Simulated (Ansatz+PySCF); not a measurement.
singlet HF₂(-): levels of theory in one basis

```xyz
3

F     0.0000    0.0000   -1.0523
H     0.0000    0.0000    0.0000
F     0.0000    0.0000    1.0523
```

Basis set: def2-SVP (spherical functions). Left uncorrelated: 2 orbitals. Charge -1, multiplicity 1.

Computed with Ansatz (development build ahead of 0.2.0); each method stands on the lowest determinant of its kind that the runs found.

| method | E − E(RHF) (eV) | <S²> of the determinant |
| --- | --- | --- |
| RHF | 0.00 | 0.00 |
| RHF-MP2 | -10.80 | – |
| RHF-CCSD | -10.98 | – |

Question: What does RHF-CCSD(T) give on the same scale?

Answer: -11.08 eV.

Question: Is a single determinant a sound starting point here?

Answer: By this sign, yes. Unrestricted orbitals gain 0.00 eV and <S²> is 0.00 against 0.00 for a pure state.

Caution: no diffuse functions for an anion.
